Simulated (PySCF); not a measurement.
Gas-phase reaction: CF₄ + 4 C₄H₈ (isobutene) ⇌ 4 C₂H₅F + 3 C₃H₄ (cyclic)

Computed with PySCF (xtb for GFN2) and rigid-rotor harmonic-oscillator thermochemistry at 1 bar. † marks an energy on the PBE0/def2-TZVP geometry and frequencies; other levels use their own. MP2 and CCSD(T) freeze the core. 6-31G* has spherical d functions here. All species are closed-shell singlets. B3LYP is the form with VWN-RPA correlation. MP2 isn't extrapolated to the basis-set limit. CCSD(T) isn't extrapolated to the basis-set limit.

```json
[
 {"level": "B3LYP/6-31G*", "ΔH°(298 K), kJ": "780"},
 {"level": "BLYP/def2-TZVP†", "ΔH°(298 K), kJ": "687"},
 {"level": "CCSD(T)/def2-SVP†", "ΔH°(298 K), kJ": "799"},
 {"level": "GFN2-xTB", "ΔH°(298 K), kJ": "(withheld)"},
 {"level": "M06-2X/def2-TZVP†", "ΔH°(298 K), kJ": "(withheld)"},
 {"level": "MP2/def2-SVP†", "ΔH°(298 K), kJ": "(withheld)"},
 {"level": "PBE0/def2-QZVP†", "ΔH°(298 K), kJ": "734"},
 {"level": "PBE0/def2-SVP†", "ΔH°(298 K), kJ": "779"},
 {"level": "PBE0/def2-TZVP", "ΔH°(298 K), kJ": "740"},
 {"level": "r2SCAN/def2-TZVP†", "ΔH°(298 K), kJ": "(withheld)"}
]
```

Q: Complete the blanks.

A: 
- GFN2-xTB, ΔH°(298 K), kJ: 631
- M06-2X/def2-TZVP†, ΔH°(298 K), kJ: 715
- MP2/def2-SVP†, ΔH°(298 K), kJ: 795
- r2SCAN/def2-TZVP†, ΔH°(298 K), kJ: 768
